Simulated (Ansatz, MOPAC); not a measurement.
System: molecular chlorine, Cl2, charge 0, multiplicity 1. SMILES: ClCl
Coordinates optimised at B3LYP-D3(BJ)/def2-TZVP (Ansatz, a quantum-chemistry and plane-wave program):
```xyz
2

Cl     0.0000     0.0000    -1.0068
Cl     0.0000     0.0000     1.0068
```

Quantity: enthalpy of formation at 298 K, in kcal/mol. Set-up: non-relativistic; PM7 with its own dispersion and hydrogen-bond terms; frozen cores in correlated levels; 6-311+G** with 5d, 6d on Na to Ar in Ansatz; UHF or UKS for open shells; LANL2DZ with its own core potentials from Na on; no spin-orbit coupling. CBS(X,Y): correlation extrapolated as X^-3; Hartree-Fock from the larger set (for Q and 5 zeta extrapolated as (X+1)exp(-9√X)). Ab initio and DFT rows: single points at B3LYP-D3(BJ) geometries (Ansatz), with unscaled harmonic terms from B3LYP/6-31G* at its own minima, enthalpies of formation by atomisation with measured atoms. Semi-empirical rows: MOPAC heats of formation at their own minima for 298 K.

Measured values: Active Thermochemical Tables 1.112 (ions: stationary electron), as tabulated in the package chemicals; they hold spin-orbit and core effects, anharmonicity. 

Value to compare with, the measured value: 0.0 kcal/mol.

| level | program | enthalpy of formation at 298 K (kcal/mol) | error |
|---|---|---|---|
| PM7 | MOPAC | 4.9 | 4.9 |
| B3LYP/3-21G | Ansatz | 31.9 | 31.9 |
| B3LYP/LANL2DZ | Ansatz | 35.5 | 35.5 |
| B3LYP/6-31G | Ansatz | 31.5 | 31.5 |
| B3LYP/6-311+G** | Ansatz | 10.4 | 10.4 |
| PBE0/6-311+G** | Ansatz | 6.9 | 6.9 |
| r2SCAN-D4/def2-TZVPD | Ansatz + dftd4 | -1.7 | -1.7 |
| B3LYP/def2-TZVPD | Ansatz | 2.5 | 2.5 |
| CCSD(T)/CBS(cc-pV(Q+d)Z,cc-pV(5+d)Z) | Ansatz | -1.6 | -1.6 |

6 of the 6 habitual levels lie above the measured value; their mean absolute error is 20.2 kcal/mol, the median 20.9.

The levels are drawn from those run, B3LYP/6-31G* more often than the rest, none by its result; runs whose electronic state is in doubt are left out.
